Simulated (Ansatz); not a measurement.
A calculation with Ansatz (development build ahead of 0.2.0).

```yaml
crystal:
  periodic: [false, false, false]
  atoms:
    - { symbol: C, position_ang: [-0.01255, -0.3799, -0.05393] }
    - { symbol: O, position_ang: [-0.00303, -0.37363, 1.05192] }
    - { symbol: O, position_ang: [-0.01536, 0.65847, -0.94791] }
    - { symbol: H, position_ang: [-0.01999, -1.29387, -0.68475] }
    - { symbol: H, position_ang: [-0.03995, 1.415, -0.34512] }
basis:
  gaussian: { orbitals: cc-pVDZ }
hamiltonian:
  xc: hf
correlation:
  method: mp2
  frozen_orbitals: { C: 1, H: 0, O: 1 }
```

The input is written out in the form of the current development build from the run's settings.

Output:

```json
{
  "Converged": "yes",
  "Reference energy": "-188.76661 hartree",
  "Correlation energy": "-0.49218 hartree",
  "Total energy": "-189.25879 hartree",
  "Spin squared of the determinant": "0.000"
}
```
